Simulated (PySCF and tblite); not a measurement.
The numbers below are computed, except where a source is named.
1,2-difluoroethane, C₂H₄F₂, numbered as in [F:1][CH2:2][CH2:3][F:4]. Search: ETKDG and KDG, MMFF94s, GFN2-xTB, 90 starts; geometries at PBE0-D3(BJ)/def2-SVP. Weights use B3LYP-D3(BJ)/def2-TZVP energies plus GFN2-xTB zero-point and thermal terms (modes under about 100 cm⁻¹ blended into free rotors). Symmetry numbers and mirror images are counted. Conformers within 3 kcal/mol (GFN2-xTB free energy) were kept, 8 at most. GIAO shieldings: B97-2/pcSseg-2. Shifts are against TMS (¹H), TMS (¹³C), CFCl3 (¹⁹F) at the same level. Programs: PySCF with density fitting and tblite.

Torsions listed: F1–C2–C3–F4. Of a mirror pair one member is shown.

```csv
conformer,shape,point group,mirror pair,ΔE(DFT),Δ(G−E) at 200 K,δ F1/F4 (ppm)
1,71°,C2,yes,0.00,0.00,-240.9
2,180°,C2h,no,0.99,0.00,-260.0
```

Energies in kcal/mol; the thermal term leaves out symmetry numbers and mirror images.

Task: Work out the weights at 200 K and the ¹⁹F shift of F1/F4 under fast exchange.

Result: RT = 0.397 kcal/mol. Each conformer gets RT ln(σ/g), with σ the rotational symmetry number and g = 2 for a mirror pair: 1: σ = 2, g = 2, G = 0.00 + 0.00 + 0.00 = 0.00, 0.00 above the lowest, exp(−ΔG/RT) = 1.000; 2: σ = 2, g = 1, G = 0.99 + 0.00 + 0.28 = 1.26, 1.26 above the lowest, exp(−ΔG/RT) = 0.042. The sum is 1.042, so the weights are 96.0, 4.0 %. The averaged shift is -241.7 ppm. At 298.15 K it is -242.6 ppm. At 298.15 K the leading conformer alone gives -240.9 ppm and bare DFT energies give -244.0 ppm.

Unscaled ¹⁹F shifts at such levels can be off by tens of ppm; differences between conformers or isomers are more reliable.
